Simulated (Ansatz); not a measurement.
One structure, 3 elements: CaBe, CaMg, BaCa

Plane-wave DFT in Ansatz with scalar-relativistic PAW potentials, cutoff 420 eV, Γ-centred meshes chosen by cell and gap, Gaussian smearing with energies taken to zero width. Every cell was relaxed (cell and atoms) in a run of its own, within the symmetry of its start. Functional: PBEsol.

All members share space group Pm-3m and the same sites; only the element on one set of sites changes (Be, Mg, Ba). Members needn't be the stable form of their composition. Energies over the elements, where given, are against the elements' standard states in the same functional (H₂, N₂, O₂ and halogens uncorrected, Hg as a solid). The first member:

Space group Pm-3m (No. 221). a = 3.481 Å, b = 3.481 Å, c = 3.481 Å, α = 90.00°, β = 90.00°, γ = 90.00°
| atom | site | symmetry | x | y | z |
| --- | --- | --- | --- | --- | --- |
| Ca | 1b | m-3m | 0.5000 | 0.5000 | 0.5000 |
| Be | 1a | m-3m | 0.0000 | 0.0000 | 0.0000 |

```tsv
compound	V (Å³/atom)	a (Å)	energy over elements (eV/atom)
CaBe	21.10	3.481	0.415
BaCa	49.43	4.624	0.032
```

Task: Predict the member with Mg.

Result: V (Å³/atom) 30.21, a (Å) 3.924, energy over elements (eV/atom) -0.091. Interpolating linearly in period between Be and Ba would give 28.18 Å³/atom (6.7 % too small), with 0.319 eV/atom over the elements. Over the whole series the volume grows at each step down the group; all are metallic on the mesh; binding against the elements is strongest for Mg.

Spin-orbit coupling is left out, which matters for the bands of heavy elements.